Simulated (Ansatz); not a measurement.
**CCSD/def2-TZVPPD run of AlH (SMILES [AlH])**

Aim: the vertical ionisation energy of AlH at CCSD/def2-TZVPPD, from 2 runs. 

Program for the calculation: Ansatz 0.2.0.

33 further runs of the same task are left out: 33 set aside as unsound or not needed.

## (1) The system as given

AlH: 2 atoms, total charge 0, spin state singlet. As SMILES, `[AlH]`. The shape is that of a PBE0-D4/def2-TZVP optimisation.

Bond lengths: Al1–H2 1.665 Å.

## (2) A single-point energy at CCSD/def2-TZVPPD

Input file in.yaml:

```yaml
crystal:
  periodic: [false, false, false]
  atoms:
    - {symbol: Al, position_ang: [-0.000000, 0.000000, -0.025640]}
    - {symbol: H, position_ang: [0.000000, -0.000000, 1.639110]}
basis:
  gaussian: {orbitals: def2-TZVPPD.json}
accuracy: high
correlation: {method: ccsd, frozen_orbitals: {Al: 5, H: 0}}
scf: {omitted_lower_state_checks: [cluster_reference, increment]}
```

The basis set def2-TZVPPD is read from a file made from the Basis Set Exchange's data (not shown).

Run with:

```bash
$ ansatz run in.yaml --threads 1 --pin off --max-ram 3480MiB --events-out events.jsonl --progress --plain --runs-dir runs
```

The program printed, cut to the lines that bear on the results:

```text
Warning: RAYON_NUM_THREADS=1 ignored (pool sized by the plan → 1); use --threads N
Functional definition: HF
  name "HF"
[...]
816 factors; integrals over basis functions are off by at most 3.6e-9 eV
[...]
mean field -6597.61652821 eV, -242.4579353868 hartree, gradient 1.0e-8 eV, S^2 0.000000; 0 other end points of the search recorded, 0 dependent functions left out; unrestricted orbitals would lower it
5 core orbitals not correlated: weight in the atoms' cores, before any rotation towards them, 1.000 or more for the frozen orbitals, at most 0.000 for the correlated occupied ones
reference -6597.61652821 eV, -242.4579353868 hartree; 2, 2 occupied and 58, 58 virtual orbitals, 816 factors
second order -1.69523293 eV of doubles, -0.00000000 eV of singles
cycle   1  -2.04118362 eV  change   -3.5e-1 eV  update   6.4e-2
[...]
cycle  23  -2.24842203 eV  change   2.3e-10 eV  update  8.7e-11
Total energy: -6599.86495025 eV, -242.5405633724 hartree
Checks for a lower state left out: cluster_reference, increment
```

Wall time 0.66 s (1 thread of Arm Neoverse V2, shared host); peak memory 0.17 GiB.

## (3) The doublet cation, same level

Input file input.yaml:

```yaml
basis:
  gaussian:
    orbitals: def2-TZVPPD.json
crystal:
  periodic: [false, false, false]
  atoms:
    - {symbol: Al, position_ang: [-0.000000, 0.000000, -0.025640]}
    - {symbol: H, position_ang: [0.000000, -0.000000, 1.639110]}
total_charge: 1
magnetization:
  spin_polarized: true
  initial_magnetization: 1
correlation:
  method: ccsd
  frozen_orbitals: {Al: 5, H: 0}
accuracy: high
scf:
  omitted_lower_state_checks: [cluster_reference, increment]
```

The basis set def2-TZVPPD is read from a file made from the Basis Set Exchange's data (not shown).

Run with:

```bash
$ ansatz run input.yaml --threads 1 --pin off --max-ram 3480MiB --events-out events.jsonl --progress --plain --runs-dir runs
```

The program printed, cut to the lines that bear on the results:

```text
Warning: RAYON_NUM_THREADS=1 ignored (pool sized by the plan → 1); use --threads N
Functional definition: HF
  name "HF"
[...]
816 factors; integrals over basis functions are off by at most 3.6e-9 eV
[...]
mean field -6590.36341896 eV, -242.1913885382 hartree, gradient 3.0e-8 eV, S^2 0.785336; 0 other end points of the search recorded, 0 dependent functions left out
5 core orbitals not correlated: weight in the atoms' cores, before any rotation towards them, 1.000 or more for the frozen orbitals, at most 0.000 for the correlated occupied ones
reference -6590.36341896 eV, -242.1913885382 hartree; 2, 1 occupied and 58, 59 virtual orbitals, 816 factors
second order -0.90105985 eV of doubles, -0.00000000 eV of singles
cycle   1  -1.10229732 eV  change   -2.0e-1 eV  update   4.8e-2
[...]
cycle  21  -1.25758496 eV  change   2.3e-11 eV  update  2.6e-10
Total energy: -6591.62100392 eV, -242.2376039330 hartree
Checks for a lower state left out: cluster_reference, increment
```

It took 1.2 s on 1 thread of Arm Neoverse V2, shared host; peak memory 0.28 GiB.

## (4) Summary of results

Level: CCSD/def2-TZVPPD, 5 core orbitals frozen.

```
                                                   quantity          value
                                  singlet AlH: total energy  -242.54056 Eh
   singlet AlH: correlation energy (5 core orbitals frozen)      -82.6 mEh
                                 singlet AlH: T1 diagnostic          0.014
                               doublet cation: total energy  -242.23760 Eh
doublet cation: correlation energy (5 core orbitals frozen)      -46.2 mEh
          doublet cation: ⟨S²⟩ of the reference determinant          0.785
                              doublet cation: T1 diagnostic          0.024
         vertical ionisation energy (to the doublet cation)       8.244 eV
```

What this shows: The vertical ionisation energy comes to 8.24 eV (190 kcal/mol). The restricted solution (singlet AlH) is unstable to spin breaking: an unrestricted one lies lower.
